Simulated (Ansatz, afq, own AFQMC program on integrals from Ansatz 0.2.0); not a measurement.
Where AFQMC and coupled cluster stand for BH⁻, quartet

```xyz
2

B     0.0000    0.0000    0.0000
H     0.0000    0.0000    1.2628
```

Basis aug-cc-pVDZ. Only valence electrons are correlated. AFQMC by an in-house program on the Cholesky factors that Ansatz 0.2.0 writes for its CCSD(T) run. ph-AFQMC/CISD is guided by a CISD state made of CCSD amplitudes; releasing the constraint for a short imaginary time cuts its bias at the price of noise, slowly where states lie close. Free AFQMC starts from the CCSD state and is never constrained. Its projection time is finite, and what remains of the start isn't in its error. Error bars are statistical, one sigma.

Determinant: UHF, the one that the program's search chose, which needn't be the lowest solution. The geometry is a PBE0/def2-TZVPD stationary point of this or a neighbouring charge and spin state.

Full CI on the same integrals is exact in this basis and with this determinant's frozen core.

Cautions: another spin lies lower (by 796 meV); at this level and basis the anion state lies above a neutral one; the released energies have errors that jump between times, so the bars are unsure, so no released level is given (meV from the phaseless value at times in 1/Eh: -2.3 ± 1.5 at 0.24, 4 ± 8 at 0.51, -5.1 ± 0.9 at 0.99, -6.7 ± 0.8 at 1.62, -8.1 ± 1.0 at 2.40).

The T1 diagnostic is 0.0273 and the weight of the determinant in the CISD state is 0.935. The ⟨S²⟩ of the determinant is 3.753. The size of the correlated space is 5 electrons in 31 orbitals.

```tsv
level	correlation energy (eV)
MP2	-1.6170
CCSD	-2.0762
CCSD(T)	-2.1366
```

(1) Estimate where full CI lies against CCSD(T) on the same integrals.

(1) 0.52 kcal/mol below CCSD(T).

Reference: full CI, correlation energy -2.159 eV.

```json
{"level": "CCSD(T)", "E − E(reference) (kcal/mol)": "0.52", "share of correlation (%)": "98.95"}
{"level": "CCSDT", "E − E(reference) (kcal/mol)": "0.07", "share of correlation (%)": "99.86"}
{"level": "CCSDT(Q)", "E − E(reference) (kcal/mol)": "0.01", "share of correlation (%)": "99.98"}
{"level": "CCSDTQ", "E − E(reference) (kcal/mol)": "0.00", "share of correlation (%)": "100.00"}
{"level": "ph-AFQMC/HF", "E − E(reference) (kcal/mol)": "1.82 ± 0.43", "share of correlation (%)": "96.34"}
{"level": "ph-AFQMC/CISD", "E − E(reference) (kcal/mol)": "0.24 ± 0.04", "share of correlation (%)": "99.51"}
{"level": "free AFQMC", "E − E(reference) (kcal/mol)": "0.04 ± 0.02", "share of correlation (%)": "99.91"}
```

CCSDT and higher add their correlation energy to the determinant of the CCSD(T) run, since their own runs factorise the integrals more tightly (a shift of under 2 meV). Free projections are given only where their last times agree within the noise and don't stop above the reference; a slow remainder of the start can still hide under it. A walk keeps the symmetry of its determinant, which the program's search chose and which needn't be the lowest solution, so a lower state of the same spin and another symmetry isn't excluded.
